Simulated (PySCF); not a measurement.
# C2H7Al: the cost of one run

Programs: PySCF 2.14.0, with density-fitted response routines of our own. Each step states its level of theory. These are calculated values for one molecule in the gas phase, unless marked as measured. Atoms count from 0, in the outputs and in this text.

**1. Starting geometry**

10 atoms, charge 0, multiplicity 1; geometry from: GFN2-xTB. The atoms were then displaced at random by about 0.01 Å, so the start is not that level's minimum.

Bonds of the start (Å): C0–C1 1.54, C1–Al2 1.98, C0–H3 1.08, C0–H4 1.08, C0–H5 1.06, C1–H6 1.10, C1–H7 1.09, Al2–H8 1.58, Al2–H9 1.55.

**2. Optimising the geometry at PBE0-D3(BJ)/def2-SVP**

What the job is given:

```
{"job": {"xc": "PBE0", "basis": "def2-SVP", "d3": "d3bj", "grid": 1, "shake": 0.01, "kind": "geom"}, "charge": 0, "multiplicity": 1}
C     -1.095120    -0.086180     0.549940
C     -0.260190     0.317350    -0.677770
Al     1.600300    -0.171790    -0.188670
H     -2.137590     0.160080     0.379950
H     -0.787520     0.477080     1.421190
H     -1.018710    -1.120230     0.762590
H     -0.391400     1.387650    -0.895310
H     -0.626780    -0.195940    -1.567380
H      1.875260    -0.822550     1.222460
H      2.892190     0.033600    -1.028050
```

Command:

```console
$ OMP_NUM_THREADS=1 python probes_run.py task.json out
```

One launch serves the whole session: the jobs run in the order shown.

Q: Estimate the wall time and peak memory of this first job on 1 thread of Arm Neoverse N1, shared host.

About 19 s, with a peak of 0.34 GiB.
